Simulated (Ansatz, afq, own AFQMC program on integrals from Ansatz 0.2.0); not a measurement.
AFQMC on a folder of integrals that Ansatz 0.2.0 wrote.

```yaml
crystal:
  periodic: [false, false, false]
  atoms:
    - {symbol: Al, position_ang: [0.000000, 0.000000, 0.050833]}
    - {symbol: N, position_ang: [0.000000, 0.000000, -1.681761]}
    - {symbol: H, position_ang: [0.000000, 0.000000, 1.630928]}
basis:
  gaussian: {orbitals: cc-pVQZ}
magnetization: {spin_polarized: false, initial_magnetization: 1}
correlation: {method: ccsd_t, electrons: outside_noble_gas, hamiltonian_folder: ham}
```

```sh
$ ansatz run in.yaml --threads 1 --pin off --events-out ev --progress --plain --max-ram 16896MiB --backend cuda --devices 0, --max-vram 18GiB
```

afq runs on the folder ham with

```
--method phaseless --trial hf --walkers 200 --populations 10 --least-time 40 --time-step 0.005 --steps-per-block 20 --equilibration-blocks 112 --max-blocks 4000 --target-error 0.0009000 --factor-cut 1e-05 --start spin_pure --seed 8569 --taylor-order 6
```

Times are imaginary, in 1/Eh. The walk had a cap of 98 s. With eight or more populations the least sampling time is a fifth of least-time, and the error comes from their spread.

afq prints:

```
orbitals 138  electrons 5 4  factors 864 of 864
reference energy -296.84972009 Eh
CCSD correlation -0.28303279 Eh in 16 cycles, weight of the determinant in the CISD state 0.8657
energy of the start -296.849721 Eh
 block  time / (1/Eh)  mean weight  energy / Eh
     1     0.100  1.0025  -296.931816
     2     0.200  1.0007  -296.985372
     3     0.300  1.0029  -297.013363
     4     0.400  1.0005  -297.054614
     5     0.500  1.0010  -297.067530
    10     1.000  1.0012  -297.095881
    76     7.600  0.9992  -297.115192
   151    15.100  0.9996  -297.131604
   226    22.600  1.0020  -297.131253
   301    30.100  0.9989  -297.153304
   376    37.600  0.9996  -297.147488
   391    39.100  0.9993  -297.188573
   451    45.100  1.0014  -297.160861
   481    48.100  0.9989  -297.111398
   526    52.600  1.0000  -297.161060
   601    60.100  1.0017  -297.122896
   616    61.600  0.9989  -297.162400
error from the spread of 10 populations
energy -297.140367 +/- 0.001890 Eh
(rows thinned)
```

The run passed its tests (sampling time, drift between the halves within three errors, error under three times the target), which doesn't prove that it has relaxed, ending at its cap on processor time. The second half of the sampling lies above the first by 2.5 errors of their difference, so the energy may still be moving and its error bar be too small.

Against this walk (error 51.4 meV) on the same determinant: CCSD(T) 220.4 meV lower. The error is statistical and leaves out the bias of the constraint. None of these is a sure reference here.

Cautions: constraint bias not in the error; error above the target (51.4 against 24.5 meV); a spin-contaminated unrestricted determinant lies lower (UHF 253 meV lower, ⟨S²⟩ 1.17); so few walkers bias the energy.

The walk took 98 s on 1 × NVIDIA H100 80GB HBM3 with 2 threads of AMD EPYC 7R13 Processor (Zen 3), with other jobs on the host (the card was shared). The log's last line is the phaseless energy.

A walk keeps the symmetry of its determinant, which the program's search chose and which needn't be the lowest solution, so a lower state of the same spin and another symmetry isn't excluded.
